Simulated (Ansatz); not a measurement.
C4H4N2 (succinonitrile): entropy by statistical mechanics

A singlet with charge 0, relaxed at PBE0-D4/def2-TZVP (Ansatz 0.2.0):

```xyz
10

N    -1.5302   -2.0834    1.4411
C    -1.1678   -1.1072    0.9558
C    -0.6829    0.1123    0.3324
C     0.6827   -0.1124   -0.3327
C     1.1680    1.1072   -0.9555
N     1.5307    2.0837   -1.4402
H    -1.4138    0.4476   -0.4072
H    -0.6101    0.8943    1.0920
H     0.6098   -0.8940   -1.0926
H     1.4135   -0.4481    0.4069
```

Harmonic wavenumbers in cm⁻¹: 77, 131, 225, 370, 408, 528, 539, 768, 955, 983, 1032, 1049, 1208, 1286, 1313, 1383, 1461, 1469, 2390, 2391, 3077, 3087, 3116, 3136.

Masses in u: N 14.007, C 12.011, H 1.008. Take T = 298.15 K, p = 1 bar, R = 8.3145 J/(mol K), kT/hc = 207.22 cm⁻¹, rigid rotor and harmonic oscillator.

Work out S° at 298 K.


1. Translation (Sackur–Tetrode): S = R[3/2 ln M + 5/2 ln T − 1.1517] with M = 80.09 gives 163.5 J/(mol K).
2. Rotation: principal moments 19.640, 336.697, 350.101 u Å² give A, B, C = 0.8583, 0.0501, 0.0482 cm⁻¹; the symmetry number is σ = 2; q = (√π/σ)√((kT/hc)³/ABC) = 58067; S = R(ln q + 3/2) = 103.7.
3. Vibration: with u = ν̃/207.22, each mode gives R[u/(eᵘ − 1) − ln(1 − e⁻ᵘ)]; the sum is 53.3, most from 77 cm⁻¹ (16.6), 131 cm⁻¹ (12.3), 225 cm⁻¹ (8.0).
4. Electronic: R ln 1 = 0.0, from the spin multiplicity alone.
5. Sum: 163.5 + 103.7 + 53.3 + 0.0 = 320.5 J/(mol K).

No measured value is set beside it here. Where a soft mode is a torsion, a harmonic oscillator describes it poorly.
